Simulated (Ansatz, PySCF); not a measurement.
System: C₂H₆N, charge 0, multiplicity 2. It need not be the lowest isomer of its formula. SMILES: CC[NH]
Structure (B3LYP-D3(BJ)/def2-TZVP (Ansatz, a first-principles code) minimum search):
```xyz
9

C      1.1323    -0.4026     0.0357
C     -0.0608     0.5582     0.0396
N     -1.3458    -0.0877     0.0127
H      2.0718     0.1510     0.0859
H      1.0877    -1.0737     0.8947
H      1.1429    -1.0096    -0.8726
H      0.0072     1.2100    -0.8483
H     -0.0183     1.2183     0.9100
H     -1.2993    -0.8157    -0.7109
```
Charge 0, spin multiplicity 2.

Wanted: atomisation energy (electronic, to ground-state atoms), in kcal/mol. Correlated levels leave the core frozen unless marked. Open shells are spin-unrestricted. No spin-orbit coupling. Non-relativistic. The coupled-cluster limit lacks core correlation, which all-electron functionals hold. CBS(X,Y): correlation extrapolated as X^-3; Hartree-Fock from the larger set. [CCSD(T)-MP2]/basis is that difference in the basis named.

```tsv
level	program	atomisation energy (kcal/mol)	minus last row
HF-D4/def2-TZVPD	PySCF + dftd4	573.1	-196.2
PBE-D4/def2-TZVPD	Ansatz + dftd4	788.7	19.4
BP86-D3(BJ)/def2-TZVPD	PySCF + dftd3	801.4	32.1
PBE0/def2-SVP	Ansatz	778.1	8.8
PBE0/def2-TZVP	Ansatz	773.4	4.1
PBE0/def2-QZVPP	Ansatz	775.2	5.9
BHLYP-D4/def2-TZVPD	Ansatz + dftd4	754.9	-14.4
TPSSh-D4/def2-TZVPD	PySCF + dftd4	779.2	9.9
M06-2X/def2-TZVPD	PySCF	768.0	-1.3
MP2/6-31G	Ansatz	646.6	-122.7
RI-MP2/cc-pVQZ	Ansatz	762.9	-6.4
SCS-MP2/STO-3G	Ansatz	760.1	-9.2
SCS-MP2/cc-pVTZ	Ansatz	755.1	-14.2
RI-MP2/CBS(cc-pVTZ,cc-pVQZ)+[CCSD(T)-MP2]/cc-pVDZ	Ansatz	769.8	0.5
RI-MP2/CBS(cc-pVTZ,cc-pVQZ)+[CCSD(T)-MP2]/cc-pVTZ	Ansatz	769.3	0.0
```
